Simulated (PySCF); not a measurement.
Below is a simulated gas-phase Si 1s photoelectron spectrum of Si(SiH3)2H2, `[H][Si]([H])([SiH3])[SiH3]`.

Every computed line was given a Gaussian of 1.0 eV full width at half maximum and an area set by the number of equivalent atoms; the highest printed point is 100. Level of theory: delta-SCF UKS SCAN, pcX-2 on the ionised atom, pcseg-1 elsewhere, spin-free X2C (PySCF).

```json
{"binding energy (eV)": "1844.5", "intensity": "0"}
{"binding energy (eV)": "1844.6", "intensity": "0"}
{"binding energy (eV)": "1844.7", "intensity": "1"}
{"binding energy (eV)": "1844.8", "intensity": "1"}
{"binding energy (eV)": "1844.9", "intensity": "2"}
{"binding energy (eV)": "1845.0", "intensity": "4"}
{"binding energy (eV)": "1845.1", "intensity": "7"}
{"binding energy (eV)": "1845.2", "intensity": "11"}
{"binding energy (eV)": "1845.3", "intensity": "17"}
{"binding energy (eV)": "1845.4", "intensity": "25"}
{"binding energy (eV)": "1845.5", "intensity": "35"}
{"binding energy (eV)": "1845.6", "intensity": "48"}
{"binding energy (eV)": "1845.7", "intensity": "61"}
{"binding energy (eV)": "1845.8", "intensity": "74"}
{"binding energy (eV)": "1845.9", "intensity": "86"}
{"binding energy (eV)": "1846.0", "intensity": "95"}
{"binding energy (eV)": "1846.1", "intensity": "100"}
{"binding energy (eV)": "1846.2", "intensity": "100"}
{"binding energy (eV)": "1846.3", "intensity": "95"}
{"binding energy (eV)": "1846.4", "intensity": "86"}
{"binding energy (eV)": "1846.5", "intensity": "74"}
{"binding energy (eV)": "1846.6", "intensity": "61"}
{"binding energy (eV)": "1846.7", "intensity": "47"}
{"binding energy (eV)": "1846.8", "intensity": "35"}
{"binding energy (eV)": "1846.9", "intensity": "24"}
{"binding energy (eV)": "1847.0", "intensity": "16"}
{"binding energy (eV)": "1847.1", "intensity": "10"}
{"binding energy (eV)": "1847.2", "intensity": "6"}
{"binding energy (eV)": "1847.3", "intensity": "3"}
{"binding energy (eV)": "1847.4", "intensity": "2"}
{"binding energy (eV)": "1847.5", "intensity": "1"}
{"binding energy (eV)": "1847.6", "intensity": "0"}
{"binding energy (eV)": "1847.7", "intensity": "0"}
```

Problem. Count the maxima, the lines and the sites behind this envelope.

Solution. The curve has 1 maximum (at 1846.2 eV). Under it lie 2 lines from 2 inequivalent silicon sites. At this width some lines have no maximum of their own.

Problem. Decompose the envelope and assign each component. Bonds: Si1–Si2, Si1–Si6. Hydrogens: H10, H11 on Si1; H3, H4, H5 on Si2; H7, H8, H9 on Si6.

Solution. 
| position (eV) | relative area | line | atoms | environment |
| --- | --- | --- | --- | --- |
| 1845.95 | 1 | Si 1s | Si1 | silicon bonded to 2 Si and 2 H |
| 1846.25 | 2 | Si 1s | Si2/Si6 | silicon bonded to Si and 3 H |

The listed Si 1s values span 0.30 eV, from Si1 (bonded to 2 H and 2 Si) to Si2/Si6 (bonded to 3 H and Si).

Shake-up satellites, vibrational structure and lifetime widths aren't simulated. The first atom of each set that the bonding makes equivalent was ionised and stands for the set. Isolated species at its PBE0-D3(BJ)/def2-SVP geometry, gas phase.
